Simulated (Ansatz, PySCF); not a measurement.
Barrier height from NH2 (SMILES [NH2]) + CH3 (SMILES [CH3]) to the transition structure CH5N, without zero-point energy, on the benchmark's geometries as Psi4's copy of the set gives them.
Transition structure (charge 0, multiplicity 3):
```xyz
7

C     -1.1996    -0.0111     0.0000
N      1.4007     0.1299     0.0000
H     -1.4267    -0.5129     0.9331
H     -1.4199    -0.5914    -0.8881
H     -1.5202     1.0228    -0.0458
H      0.1889     0.1269     0.0010
H      1.5703    -0.8877    -0.0001
```
Reactant (charge 0, multiplicity 2):
```tsv
atom	x (Å)	y (Å)	z (Å)
C	0.0000	0.0000	0.0000
H	0.0000	0.0000	1.0773
H	0.0000	0.9330	-0.5387
H	0.0000	-0.9330	-0.5387
```

Open shells are unrestricted; no spin–orbit coupling.

Codes used: Ansatz (a first-principles code) with Gaussian orbitals; PySCF for M06-2X, the dispersion terms. Each number belongs to the level named beside it.

**Question.** One of these levels gives 4.87 kcal/mol for the barrier height. Name it.
A. M06-2X/def2-TZVPPD
B. wB97M-V/def2-TZVPPD
C. B3LYP-D3(BJ)/def2-TZVPPD
D. r2SCAN-D3(BJ)/def2-TZVPPD

**Answer.** C, B3LYP-D3(BJ)/def2-TZVPPD. The others give 4.46 (r2SCAN-D3(BJ)/def2-TZVPPD), 6.53 (M06-2X/def2-TZVPPD), 7.42 (wB97M-V/def2-TZVPPD)
